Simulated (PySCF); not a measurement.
Species: CO.
Numbering: `[C-:1]#[O+:2]`

Cartesian coordinates in Å at the CAM-B3LYP/6-31+G* level; atoms count from 1:
```xyz
2
CO angstrom
C      0.5664   -0.0035   -0.0074
O     -0.5663    0.0038   -0.0162
```

Level of theory: CAM-B3LYP/6-31+G* geometry optimisation, gas phase in PySCF 2.14.0.

Take the most abundant isotopes and a rigid rotor. 

Problem. What are the moment of inertia and the rotational constant?

Solution. I = 8.796 u·Å², B = 505379 MHz·u·Å²/I = 57453 MHz (1.9164 cm⁻¹, or 2.757 K as hB/k). For two atoms I = μr² with μ = 6.8562 u and r = 1.1327 Å.

Problem. List the first levels of a rigid rotor in a Σ state.

Solution. E(J) = BJ(J+1): J = 1: 3.833, J = 2: 11.499, J = 3: 22.997, J = 4: 38.329, J = 5: 57.493, J = 6: 80.490 cm⁻¹.

Problem. Estimate the classical rotational partition function at 298.15 K and 500 K.

Solution. Point group C∞v, symmetry number σ = 1; q = kT/(σhB), k/h = 20836.6 MHz/K: 108 at 298.15 K, 181 at 500 K.

Not checked by CAM-B3LYP/6-31+G* frequencies. These are rigid-rotor constants of the computed structure; measured ground-state constants (B0) also hold zero-point vibration.
